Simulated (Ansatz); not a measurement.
Ansatz input

```yaml
crystal:
  lattice:
    - [-1.4310873726, 1.4310873726, 1.4310873726]
    - [1.4310873726, -1.4310873726, 1.4310873726]
    - [1.4310873726, 1.4310873726, -1.4310873726]
  atoms:
    - { symbol: Cr, position: [0.0, 0.0, 0.0], spin: 1.5, spin_axis: [0, 0, 1] }
hamiltonian:
  xc: revpbe
  pseudopotentials:
    kind: paw_fr
    azcp:
      Cr: "pseudopotentials/Cr.paw.azcp"
basis:
  ecutwfc: 420
  fft_grid_basis: typed
kpoints:
  mp_grid: { grid: [15, 15, 15], shift: [0, 0, 0] }
magnetization:
  noncollinear: true
  spin_orbit: true
scf:
  occupations: { method: fermi_dirac, width: 0.05 }
```

and its output:

```
Engine: ansatz 0.2.0, aarch64-unknown-linux-gnu
Pseudopotentials: kind: paw_fr
Pseudopotential: Cr, paw_fr, valence charge 14, recommended cutoff 420 eV (normal) 
Functional definition: revPBE
  parameter kappa = 1.245
  parameter beta = 0.06672455060314922
  exchange = pbe_x(kappa = kappa, mu = beta*pi^2/3)
  correlation = pbe_c(beta = beta)
Crystal: 1 atoms, lattice volume = 11.724 Å³
Basis set: ecut = 420 eV, 225 PW (Γ)
Bands: 22, of which v1, the nominal top of the filled ones, is band 14 counted from 1 (13 counted from 0)
Symmetry: 8 space group operations + 8 with time reversal
Magnetic group: BNS 139.537 (UNI 1197), of the structure as read, at distance tolerance 2.3e-5 Å
k-points: 288 of 3375 (time reversal used)
Projection manifold: j_resolved (fully-relativistic pseudo-atomic orbitals)
Non-local potential: Cr, projectors of the file, l = 0: 3, l = 1: 4, l = 2: 6, l = 3: 2
PAW form: soft (Blöchl's): semilocal exchange-correlation on the pseudo side does not see the compensation charge
PAW frozen core: Cr, regenerated for the run's functional, and the local potential with it (the file was generated under x = pbe(κ = 0.804, μ = 0.2195149727645171), c = pbe(β = 0.06672455060314922))
PAW one-centre angular grid: Cr, 590 points (default); XC on 64 Gauss nodes
Initial density: superposition of atomic densities (chi_scale 0.1, normalization cell)
Starting moments: Σ|m| = 1.5 μB on 1 of 1 site
Initial wavefunctions: pseudopotential atomic-orbital guess
Functional: x = revpbe(κ = 1.245, μ = 0.2195149727645171), c = pbe(β = 0.06672455060314922)
SCF iter   1: F=—  HF=-3382.297918 eV  |F-HF|=—  |Δ(HF+E_count)|=         —  Δρ=2.45e-1  dr2=5.71e0  dr2_m=1.61e0  ethr=3.10e-3  |M|=2.59e-1 ∫|m|=2.86e-1 μB  |m|>n=0.0e0 m-floor=0.0e0 τ_xc=0.0e0 mc-row=0.0e0  β_m=0.30  ⟨swp⟩=6.3  Hψ=32461  notcnv=0  defer=12
SCF iter   2: F=—  HF=-3380.910339 eV  |F-HF|=—  |Δ(HF+E_count)|=    1.39e0  Δρ=1.66e-1  dr2=2.11e-1  dr2_m=7.43e-1  ethr=3.10e-3  |M|=2.90e-1 ∫|m|=3.02e-1 μB  |m|>n=0.0e0 m-floor=0.0e0 τ_xc=1.7e-4 mc-row=0.0e0  β_m=0.30  ⟨swp⟩=2.5  Hψ=14684  notcnv=0  defer=544
SCF iter   3: F=—  HF=-3380.950287 eV  |F-HF|=—  |Δ(HF+E_count)|=   3.99e-2  Δρ=1.23e-1  dr2=3.14e-2  dr2_m=4.06e-1  ethr=1.50e-3  |M|=2.63e-1 ∫|m|=2.73e-1 μB  |m|>n=0.0e0 m-floor=0.0e0 τ_xc=2.6e-4 mc-row=0.0e0  β_m=0.30  ⟨swp⟩=2.1  Hψ=9599  notcnv=0  defer=491
SCF iter   4: F=—  HF=-3380.983919 eV  |F-HF|=—  |Δ(HF+E_count)|=   3.36e-2  Δρ=9.46e-2  dr2=3.44e-4  dr2_m=2.41e-1  ethr=2.24e-4  |M|=2.27e-1 ∫|m|=2.35e-1 μB  |m|>n=0.0e0 m-floor=0.0e0 τ_xc=2.5e-4 mc-row=0.0e0  β_m=0.30  ⟨swp⟩=2.4  Hψ=11858  notcnv=0  defer=486
SCF iter   5: F=—  HF=-3381.010551 eV  |F-HF|=—  |Δ(HF+E_count)|=   2.66e-2  Δρ=7.37e-2  dr2=1.43e-4  dr2_m=1.46e-1  ethr=2.45e-6  |M|=1.96e-1 ∫|m|=2.01e-1 μB  |m|>n=0.0e0 m-floor=0.0e0 τ_xc=2.1e-4 mc-row=0.0e0  β_m=0.30  ⟨swp⟩=2.1  Hψ=11975  notcnv=0  defer=450
SCF iter   6: F=—  HF=-3381.026711 eV  |F-HF|=—  |Δ(HF+E_count)|=   1.62e-2  Δρ=5.81e-2  dr2=9.38e-7  dr2_m=9.07e-2  ethr=1.02e-6  |M|=1.67e-1 ∫|m|=1.72e-1 μB  |m|>n=0.0e0 m-floor=0.0e0 τ_xc=1.7e-4 mc-row=0.0e0  β_m=0.30  ⟨swp⟩=2.1  Hψ=11023  notcnv=0  defer=430
Mixer restart at iter 6: flushing history
spin-set hold released at iteration 6 (site moments contracting): the magnetisation degrees of freedom join the quasi-Newton model from the next iteration; the mixer history was flushed
SCF iter   7: F=—  HF=-3381.036690 eV  |F-HF|=—  |Δ(HF+E_count)|=   9.98e-3  Δρ=4.62e-2  dr2=2.43e-6  dr2_m=5.72e-2  ethr=7.14e-10  |M|=1.43e-1 ∫|m|=1.47e-1 μB  |m|>n=0.0e0 m-floor=0.0e0 τ_xc=1.3e-4 mc-row=0.0e0  β_m=0.56  ⟨swp⟩=4.0  Hψ=16954  notcnv=0
SCF iter   8: F=—  HF=-3381.054124 eV  |F-HF|=—  |Δ(HF+E_count)|=   1.74e-2  Δρ=9.48e-3  dr2=1.08e-4  dr2_m=2.41e-3  ethr=6.70e-9  |M|=4.48e-2 ∫|m|=4.70e-2 μB  |m|>n=0.0e0 m-floor=0.0e0 τ_xc=1.7e-5 mc-row=0.0e0  β_m=0.75  ⟨swp⟩=3.9  Hψ=17513  notcnv=0  defer=417
SCF iter   9: F=—  HF=-3381.055288 eV  |F-HF|=—  |Δ(HF+E_count)|=   1.16e-3  Δρ=2.08e-3  dr2=3.74e-4  dr2_m=9.14e-5  ethr=6.70e-9  |M|=1.24e-2 ∫|m|=1.41e-2 μB  |m|>n=0.0e0 m-floor=0.0e0 τ_xc=1.7e-6 mc-row=0.0e0  β_m=0.63  ⟨swp⟩=3.0  Hψ=17696  notcnv=0  defer=437
SCF iter  10: F=—  HF=-3381.055241 eV  |F-HF|=—  |Δ(HF+E_count)|=   4.68e-5  Δρ=1.22e-3  dr2=2.51e-5  dr2_m=4.00e-5  ethr=6.70e-9  |M|=8.90e-3 ∫|m|=1.05e-2 μB  |m|>n=0.0e0 m-floor=0.0e0 τ_xc=9.0e-7 mc-row=0.0e0  β_m=0.78  ⟨swp⟩=3.1  Hψ=12043  notcnv=0  defer=437
SCF iter  11: F=—  HF=-3381.055319 eV  |F-HF|=—  |Δ(HF+E_count)|=   7.84e-5  Δρ=3.69e-4  dr2=8.92e-9  dr2_m=3.67e-6  ethr=7.14e-10  |M|=8.15e-4 ∫|m|=9.17e-4 μB  |m|>n=0.0e0 m-floor=0.0e0 τ_xc=5.3e-9 mc-row=0.0e0  β_m=0.89  ⟨swp⟩=1.1  Hψ=19085  notcnv=0
SCF iter  12: F=—  HF=-3381.055322 eV  |F-HF|=—  |Δ(HF+E_count)|=   2.24e-6  Δρ=3.69e-5  dr2=1.36e-9  dr2_m=3.66e-8  ethr=6.37e-11  |M|=1.61e-4 ∫|m|=2.36e-4 μB  |m|>n=0.0e0 m-floor=0.0e0 τ_xc=3.6e-10 mc-row=0.0e0  β_m=0.95  ⟨swp⟩=3.0  Hψ=15650  notcnv=0
SCF iter  13: F=—  HF=-3381.055322 eV  |F-HF|=—  |Δ(HF+E_count)|=   1.06e-7  Δρ=5.52e-6  dr2=8.94e-11  dr2_m=8.19e-10  ethr=9.70e-12  |M|=4.03e-5 ∫|m|=4.69e-5 μB  |m|>n=0.0e0 m-floor=0.0e0 τ_xc=4.6e-11 mc-row=0.0e0  β_m=0.96  ⟨swp⟩=3.0  Hψ=15010  notcnv=0
SCF iter  14: F=—  HF=-3381.055322 eV  |F-HF|=—  |Δ(HF+E_count)|=   2.37e-9  Δρ=1.09e-6  dr2=2.25e-11  dr2_m=3.28e-11  ethr=1.00e-12  |M|=8.54e-6 ∫|m|=9.15e-6 μB  |m|>n=0.0e0 m-floor=0.0e0 τ_xc=1.1e-11 mc-row=0.0e0  β_m=0.94  ⟨swp⟩=3.0  Hψ=12902  notcnv=0
SCF iter  15: F=-3381.055322 eV  HF=-3381.055322 eV  |F-HF|=2.27e-12  |Δ(HF+E_count)|=  6.91e-11  Δρ=2.82e-7  dr2=7.79e-13  dr2_m=2.23e-12  ethr=1.00e-12  |M|=2.66e-7 ∫|m|=1.66e-6 μB  |m|>n=0.0e0 m-floor=0.0e0 τ_xc=8.9e-14 mc-row=0.0e0  ⟨swp⟩=2.0  Hψ=11532  notcnv=0
WARN: the starting moments were not kept: the SCF closed with an absolute magnetisation of 1.6e-6 μB, where they sum to 1.5 μB in size (1 site). That is at most 0.1 of that sum. Measured as dr2_m measures the in/out step, that magnetisation stands 1.5e-12 eV from none, at or under the dr2_threshold of 1.0e-7 eV: it is no larger than a step whose dr2_m would equal this threshold. The system may hold no moment; this SCF shows only that its start led to no more than that. To try another start: raise the starting moments (crystal.atoms[].spin, magnetization.per_species, magnetization.initial_magnetization, or on a non-collinear deck that types none of these the spinor_matrix: blocks that start its atoms; where the total moment is fixed, keep their sum and leave initial_magnetization as it is; typed ones take the place of any that the run laid by itself, positive ones on a crystal's lanthanoids without a Hubbard term where scf.initial_density.shell_occupations: [] is typed) or, if the notice of its spin-set hold's release reads "site moments contracting" or "site moments show no strong build", lengthen the hold (scf.mixing.spin_hold: { on: { confirm: 4 } }; for m-r²SCAN on two components see the key's manual first). Each may lead to a state that holds a moment. A second SCF, from the converged charge density, with the starting moments and any scf.initial_density.shell_occupations laid on it anew, would have followed, and was not run: the deck does not ask for one (magnetization.retry_lost_moments is false, the default). To let it run, set magnetization.retry_lost_moments: true and run the deck again, where that key's refused combinations let it; where memory then withholds it, that run's warning says so.
SCF 1 converged in 15 iterations: F = -3381.055322 eV  dr2 = 7.79e-13
SCF converged after 15 iterations
Magnetization: |M| = 0.0000 μB,  M = (+0.0000, -0.0000, -0.0000) μB
Absolute magnetization: 0.0000 μB (∫|m|, with the PAW one-centre terms)
  site 0: m = (+0.0000, -0.0000, -0.0000) μB, |m| = 0.0000 μB  (R = 1.02 Å)
Free energy (F): -3381.055322 eV
Harris-Foulkes:  -3381.055322 eV  (|F-HF|=2.27e-12)
Internal energy: -3381.046751 eV  (E = F + TS)
E sigma→0 (E₀):  -3381.051037 eV
Entropy (-TS):   -0.008570 eV (-8.570 meV/atom)
Fermi energy:    19.190985 eV
--- Per-component energies (eV) ---
  E_band       = -148.289350
  E_kinetic    = 342.979055
  E_local      = -1186.651054  (includes V_loc(G=0)·N_el)
  E_nonlocal   = 77.443369
  E_hartree    = 517.594479
  E_xc         = -140.245291
  E_vxc        = -178.755292  (∫ρ·V_xc dr)
  E_paw        = -1197.845280  (= ΣΔE_a)
  E_vpaw       = -238.494759  (= ΣTr[D̂ρ^β])
  E_aug_tail   = 0.000339  (compensation charges beyond the density's cutoff)
  E_ewald      = -1794.285906
  E_core_change = -0.036462  (= ΣΔE_core)
  E_smearing   = -0.008570  (= −TS)
  E_closure    = 0.000000  (closes the sum)
  Σ components = -3381.055322   (vs F -3381.055322, Δ=0.00e0)
```
